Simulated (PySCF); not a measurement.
Compound: C3H5FO.
Numbering: `[O:1]=[CH:2][CH2:3][CH2:4][F:5]` (hydrogens: H6 on C2; H7, H8 on C3; H9, H10 on C4)

Cartesian coordinates in Å at the PBE0-D3(BJ)/def2-SVP level; atoms count from 1:
```
atom  x, y, z in Å
O1     2.3712   -0.2266   -0.2394
C2     1.2801   -0.2649    0.2614
C3     0.1131    0.5803   -0.1807
C4    -1.1981   -0.1771   -0.2205
F5    -1.5189   -0.6224    1.0386
H6     1.0620   -0.9470    1.1225
H7     0.3479    1.0223   -1.1607
H8     0.0129    1.4077    0.5448
H9    -2.0101    0.4755   -0.5815
H10   -1.1347   -1.0511   -0.8916
```

Computed with EOM-IP-CCSD/aug-cc-pVDZ in PySCF, restricted Hartree–Fock reference, 5 core orbitals frozen, non-relativistic, gas phase, PBE0-D3(BJ)/def2-SVP geometry.

Hartree–Fock orbital energies give these Koopmans values (eV): HOMO 11.57, HOMO-1 13.74, HOMO-2 14.63, HOMO-3 14.79, HOMO-4 16.03, HOMO-5 17.21, HOMO-6 17.87, HOMO-7 18.99.

What vertical ionisation energies does EOM-IP-CCSD give?

```tsv
leading hole (HF orbital)	Koopmans (eV)	EOM-IP-CCSD (eV)	change (eV)	one-hole share
HOMO	11.57	10.01	-1.56	0.95
HOMO-1	13.74	12.75	-0.99	0.96
HOMO-2	14.63	13.21	-1.42	0.95
HOMO-3	14.79	13.62	-1.17	0.95
HOMO-4	16.03	14.86	-1.17	0.95
HOMO-5	17.21	15.25	-1.96	0.94
HOMO-6	17.87	15.83	-2.04	0.94
HOMO-7	18.99	17.01	-1.98	0.94
```

Does the order of the lines follow the orbital energies?

Yes, no two lines change places. The corrections run from -2.04 to -0.99 eV, with a mean of -1.54 eV over the 8 lines; no line lies above its Koopmans value. Koopmans values leave out both the relaxation of the orbitals and the change in correlation energy.

At what kinetic energies would He I light (21.22 eV) eject these electrons?

11.21 eV (HOMO), 8.47 eV (HOMO-1), 8.01 eV (HOMO-2), 7.60 eV (HOMO-3), 6.36 eV (HOMO-4), 5.97 eV (HOMO-5), 5.39 eV (HOMO-6), 4.21 eV (HOMO-7).

One root was sought for each valence orbital with −ε under 21 eV, eight at most, so deeper holes and satellites are missing; no vibrational structure.

One conformer stands for the species.
